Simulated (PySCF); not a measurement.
**Atomic charges by several schemes**

Compound: C₄H₃OS (charge -1).
Bonds: S1–C2, C2–C3 (aromatic), C3–C4 (aromatic), C4–C5 (aromatic), C5–O6 (aromatic), C2–O6 (aromatic). Hydrogens: H7 on C3; H8 on C4; H9 on C5.

Density: PBE0/pcSseg-1 (PySCF); schemes: Mulliken, IAO, Hirshfeld and ESP-fitted. Geometry: PBE0-D3(BJ)/def2-SVP; no solvent, vibrations or thermal averaging. The pcSseg-1 basis has no diffuse functions, a weakness for an anion. The HOMO energy is positive at this level (+0.05 eV), so the outermost electrons may be held by the finite basis alone.

**Question.** For which atoms does the sign change between the 4 schemes (beyond +0.03 e in one, beyond −0.03 e in another)?

**Answer.** C5.

**Question.** Which atoms carry the lowest charge in the Mulliken, IAO, Hirshfeld and ESP-fitted schemes?

**Answer.** All schemes agree: Mulliken S1 (-0.526); IAO S1 (-0.546); Hirshfeld S1 (-0.568); ESP-fitted S1 (-0.695).

**Question.** Tabulate the Mulliken, IAO, Hirshfeld and ESP-fitted charges.

**Answer.** In e:

```tsv
atom	environment	Mulliken	IAO	Hirshfeld	ESP-fitted
S1	thiolate sulfur	-0.526	-0.546	-0.568	-0.695
C2	substituted aromatic carbon	+0.130	+0.061	-0.002	+0.131
C3	aromatic CH carbon	-0.218	-0.308	-0.168	-0.170
C4	aromatic CH carbon	-0.189	-0.242	-0.138	-0.370
C5	aromatic CH next to a ring oxygen	+0.086	-0.070	-0.070	-0.074
O6	furan-type oxygen	-0.404	-0.277	-0.113	-0.175
H7	aromatic hydrogen	+0.030	+0.131	+0.014	+0.091
H8	aromatic hydrogen	+0.041	+0.123	+0.021	+0.156
H9	aromatic hydrogen	+0.050	+0.129	+0.024	+0.106
```

Mean size of the charges over all atoms: ESP-fitted 0.219 e, IAO 0.210 e, Mulliken 0.186 e, Hirshfeld 0.124 e. Each set sums to the total charge, -1, to within 0.001 e. The Hirshfeld scheme divides the density at each point in proportion to the densities of the neutral, spherically averaged free atoms.

**Question.** How closely do the schemes follow one another over all atoms?

**Answer.** Correlation coefficient and root-mean-square difference: IAO with ESP-fitted 0.94, 0.092 e; Hirshfeld with ESP-fitted 0.94, 0.117 e; Mulliken with IAO 0.91, 0.094 e; IAO with Hirshfeld 0.90, 0.104 e; Mulliken with ESP-fitted 0.86, 0.134 e; Mulliken with Hirshfeld 0.84, 0.122 e.

**Question.** How many electrons does the IAO scheme count on O6?

**Answer.** Z − q = 8 − (-0.277) = 8.277.
